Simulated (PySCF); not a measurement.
**S2O (Disulfur monoxide): M06-2X/STO-6G**

Aim: the energy change on altering one bond length of S2O (Disulfur monoxide) at M06-2X/STO-6G, from 2 runs. Input form: a Python script.

The results are computed with PySCF 2.14.0.

8 further runs of the same task are left out: 8 set aside as unsound or not needed.

## (1) The structure to begin with

The species is S2O (3 atoms), meant as a singlet with charge 0. SMILES: `O=S=S`. Geometry: relaxed at PBE0-D4/def2-TZVP.

Bond lengths: O1–S2 1.453 Å, S2–S3 1.880 Å. Angles: O1–S2–S3 117.8°.

## (2) The energy at M06-2X/STO-6G

Contents of run.py:

```python
# Disulfur monoxide
from pyscf import gto, dft

mol = gto.M(
    atom='''
O    0.451630   1.204020   0.493170
S    0.529120  -0.205510   0.148940
S   -0.980740  -0.998510  -0.642110
''',
    max_memory=1860,
    charge=0,
    basis='sto-6g',
    verbose=4,
)

mf = dft.RKS(mol)
mf.xc = 'm06-2x'
mf.conv_tol = 1e-10
mf.grids.level = 5
mf.kernel()
if not mf.converged:
    mf = mf.newton().run(mf.mo_coeff, mf.mo_occ)

energy = mf.e_tot
print('Final energy', energy)
```

Run with:

```bash
OMP_NUM_THREADS=1 python run.py
```

Log:

```text
PySCF version 2.14.0

[INPUT] num. atoms = 3
[INPUT] num. electrons = 40
[INPUT] charge = 0
[INPUT] spin (= nelec alpha-beta = 2S) = 0
[INPUT] symmetry False subgroup None
[INPUT] Mole.unit = angstrom
[INPUT] Symbol           X                Y                Z      unit          X                Y                Z       unit  Magmom
[INPUT]  1 O      0.451630000000   1.204020000000   0.493170000000 AA    0.853457009637   2.275268048499   0.931956232852 Bohr   0.0
[INPUT]  2 S      0.529120000000  -0.205510000000   0.148940000000 AA    0.999891887030  -0.388357615859   0.281455808993 Bohr   0.0
[INPUT]  3 S     -0.980740000000  -0.998510000000  -0.642110000000 AA   -1.853329999406  -1.886910432639  -1.213412041844 Bohr   0.0

nuclear repulsion = 142.34172430843
number of shells = 13
number of NR pGTOs = 138
number of NR cGTOs = 23
basis = sto-6g
ecp = {}

[... 54 lines left out ...]
converged SCF energy = -868.232214932945
Final energy -868.2322149329448
```

Wall time 4.8 s (1 thread of Arm Neoverse V1, shared host); peak memory 0.21 GiB.

## (3) The distorted shape

Contents of calc.py:

```python
from pyscf import gto, dft

system = gto.M(
    atom='''
O      0.436133     1.485900     0.562010
S      0.529120    -0.205510     0.148940
S     -0.980740    -0.998510    -0.642110
''',
    charge=0,
    max_memory=1860,
    basis='sto-6g',
    verbose=3,
)

mf = dft.RKS(system)
mf.xc = 'm06-2x'
mf.conv_tol = 1e-10
mf.grids.level = 5
mf.kernel()
if not mf.converged:
    mf = mf.newton().run(mf.mo_coeff, mf.mo_occ)

etot = mf.e_tot
print('E = %.10f Eh' % etot)
```

Run with:

```bash
OMP_NUM_THREADS=1 python calc.py
```

Log:

```text
converged SCF energy = -868.237913231083
E = -868.2379132311 Eh
```

Run time: 5.1 s. Hardware: 1 thread of Arm Neoverse V1, shared host; peak memory 0.21 GiB.

## (4) What came out

Level: M06-2X/STO-6G.

```
                                                         quantity          value
                                        first shape: total energy  -868.23221 Eh
                                       first shape: dipole moment         1.17 D
                                         first shape: HOMO energy       -4.57 eV
                                         first shape: LUMO energy        1.08 eV
                                       first shape: HOMO–LUMO gap        5.65 eV
                                    distorted shape: total energy  -868.23791 Eh
                                   distorted shape: dipole moment         1.09 D
                                     distorted shape: HOMO energy       -4.78 eV
                                     distorted shape: LUMO energy        0.28 eV
                                   distorted shape: HOMO–LUMO gap        5.06 eV
energy change with the O1–S2 bond stretched from 1.453 to 1.744 Å      -0.155 eV
```

In words: With the O1–S2 bond stretched from 1.453 to 1.744 Å the energy falls by 0.16 eV (3.6 kcal/mol). The first shape isn't relaxed at this level, so the change isn't measured from a minimum. The minimal basis adds a large error of its own. Mulliken charges (distorted shape) run from -0.24 on O1 to +0.29 on S2; they depend strongly on the basis.
